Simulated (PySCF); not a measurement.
**C5H10N: g tensor and hyperfine couplings**

Compound: C5H10N (doublet state).
Structure used (GFN2-xTB), in Å, numbered top down from 1:
```
atom  x, y, z in Å
C1     2.117    0.442    0.172
C2     0.697    0.054    0.376
C3    -0.434    1.035    0.310
C4    -1.667    0.132    0.200
C5    -1.128   -1.117   -0.502
N6     0.233   -1.207   -0.010
H7     2.320    0.757   -0.864
H8     2.778   -0.392    0.401
H9     2.375    1.277    0.821
H10   -0.478    1.687    1.185
H11   -0.344    1.685   -0.575
H12   -2.018   -0.135    1.196
H13   -2.485    0.593   -0.350
H14   -1.687   -2.020   -0.247
H15   -1.158   -0.988   -1.595
H16    0.871   -1.794   -0.531
```

The hyperfine couplings belong to this conformer and change with its torsions.

As a line formula: `C[C]1NCCC1` [radical].

Computed with UKS B3LYP, pcH-1 on C H N, non-relativistic, mean-field spin-orbit, GIAO (PySCF). Isolated species at its GFN2-xTB geometry (one conformer only). Couplings are sensitive to structure, and on GFN2-xTB geometries they can be far from those on DFT ones. No stability test was run, so a lower SCF solution isn't excluded.

| Item | Value |
| --- | --- |
| g1, g2, g3 | 2.00210, 2.00284, 2.00328 |
| g_iso | 2.00274 |
| Form of g | rhombic: the two nearest values differ by 37 % of g3 − g1 |
| ⟨S²⟩ | 0.7538 (exact 0.7500) |
| Total energy | -251.27409 Eh |

Isotropic coupling and dipolar principal values T1 to T3, in mT; ρ(0) is the spin density at the nucleus (MHz turned into mT with g_iso):

| atom | isotope | a_iso | T1 | T2 | T3 | Mulliken spin population | ρ(0) (bohr⁻³) |
| --- | --- | --- | --- | --- | --- | --- | --- |
| C1 | 13C | -0.22 | -0.09 | -0.04 | 0.13 | -0.06 | -0.0055 |
| C2 | 13C | 5.86 | -2.49 | -2.48 | 4.97 | 0.80 | 0.1462 |
| C3 | 13C | -0.38 | -0.08 | -0.04 | 0.13 | -0.06 | -0.0094 |
| C4 | 13C | 0.02 | -0.04 | -0.02 | 0.06 | 0.00 | 0.0004 |
| C5 | 13C | 0.24 | -0.09 | -0.05 | 0.13 | 0.00 | 0.0060 |
| N6 | 14N | 1.48 | -0.37 | -0.35 | 0.72 | 0.15 | 0.1281 |
| H7 | 1H | 3.89 | -0.14 | -0.12 | 0.26 | 0.07 | 0.0244 |
| H8 | 1H | 0.84 | -0.18 | -0.15 | 0.32 | 0.01 | 0.0052 |
| H9 | 1H | 0.80 | -0.19 | -0.14 | 0.34 | 0.01 | 0.0050 |
| H10 | 1H | 1.73 | -0.18 | -0.15 | 0.33 | 0.02 | 0.0108 |
| H11 | 1H | 3.26 | -0.15 | -0.11 | 0.26 | 0.05 | 0.0204 |
| H12 | 1H | -0.04 | -0.10 | -0.08 | 0.18 | 0.00 | -0.0003 |
| H13 | 1H | -0.08 | -0.06 | -0.05 | 0.11 | 0.00 | -0.0005 |
| H14 | 1H | 0.05 | -0.11 | -0.10 | 0.21 | 0.00 | 0.0003 |
| H15 | 1H | 0.79 | -0.10 | -0.08 | 0.18 | 0.01 | 0.0050 |
| H16 | 1H | 0.65 | -0.41 | -0.20 | 0.61 | 0.01 | 0.0041 |

The Mulliken spin populations are largest on C2 (+0.80), N6 (+0.15), H7 (+0.07) and C1 (-0.06). The angles at C2 add up to 353.0°, so it is slightly pyramidal.

Axes: g2 points within 7° of the C2–N6 bond.

Under fast tumbling the dipolar parts average out, and these isotropic splittings remain: 2 × 1H (H10/H11, I = 1/2, 3 lines) with 2.49 mT, 3 × 1H (H7/H8/H9, I = 1/2, 4 lines) with 1.84 mT, 1 × 14N (N6, I = 1, 3 lines) with 1.48 mT, 1 × 1H (H16, I = 1/2, 2 lines) with 0.65 mT, 2 × 1H (H14/H15, I = 1/2, 3 lines) with 0.42 mT and 2 × 1H (H12/H13, I = 1/2, 3 lines) with 0.06 mT.

Nuclei that the bonding pattern makes equivalent are averaged, as if the motion that swaps them (rotation, inversion, ring flip) were fast. The three 1H nuclei of mean +51.6 MHz run from 22.4 to 108.9 MHz in the frozen geometry. The 1H value of +69.9 MHz is a mean of couplings from 48.4 to 91.4 MHz in this one geometry, not an average over conformers. The 1H value of +11.8 MHz is a mean of couplings from 1.4 to 22.2 MHz in this one geometry, not an average over conformers.

The 13C coupling of C2 (164.4 MHz) shows only in satellite lines or after enrichment, since that isotope makes up about 1.07 % of natural carbon.

The spin density at the nucleus, in bohr⁻³, is negative for C3 (-0.0094) and C1 (-0.0055), for instance. A restricted open-shell determinant has no negative spin density anywhere; here it arises because α and β orbitals differ (spin polarisation).
